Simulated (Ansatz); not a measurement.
Litharge SnO, treated with PBE-D3(BJ) (Ansatz, a program for electronic structure, PAW).

Numerical settings: plane-wave cutoff 520 eV, 10×10×8 k mesh (along the axes of the cell as run), Fermi–Dirac smearing 0.01 eV, scalar-relativistic PAW data made under PBE.

Properties against volume:

Shape and atoms are relaxed at each volume.

```tsv
V (Å³/atom)	P (GPa)	c (Å)	a (Å)
16.804	1.65	4.621	3.814
17.154	0.75	4.689	3.825
17.504	0.00	4.758	3.836
17.854	-0.57	4.828	3.846
18.204	-1.09	4.903	3.854
```

Note: the gap of the solid is closed in this run; this level leaves the solid without a gap, although one is measured; the bulk modulus comes from volumes at which shape and atoms were relaxed.
